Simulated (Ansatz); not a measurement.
fcc Ca, treated with BLYP (Ansatz, a quantum-chemistry and plane-wave program, plane waves, PAW).

Settings: plane-wave cutoff 520 eV, 18×18×18 k mesh, Fermi–Dirac smearing 0.05 eV, scalar-relativistic PAW data made under PBE.

Computed at the level's own relaxed cell.

Give the computed volume per atom, bulk modulus, lattice constant a and pressure derivative B′ of the bulk modulus.


- volume per atom: 42.51 Å³/atom
- bulk modulus: 15.8 GPa
- lattice constant a: 5.540 Å
- pressure derivative B′ of the bulk modulus: 3.4

The run finds no gap.

Measured, for comparison: equilibrium volume per atom 42.81 Å³/atom, lattice constant a 5.553 Å (low-temperature or extrapolated to 0 K; zero-point anharmonic expansion removed; as tabulated in Csonka et al. (2009), arXiv:0903.4037); bulk modulus 18.6 GPa (corrected for temperature and zero-point phonon effects, our sources range from 15.9 to 18.7; as tabulated in Levämäki et al. (2014), arXiv:1402.3671). Computed (rounded) less measured: equilibrium volume per atom -0.7 %, bulk modulus not scored (sources differ), lattice constant a -0.2 %.

The result took roughly 60 core-seconds.
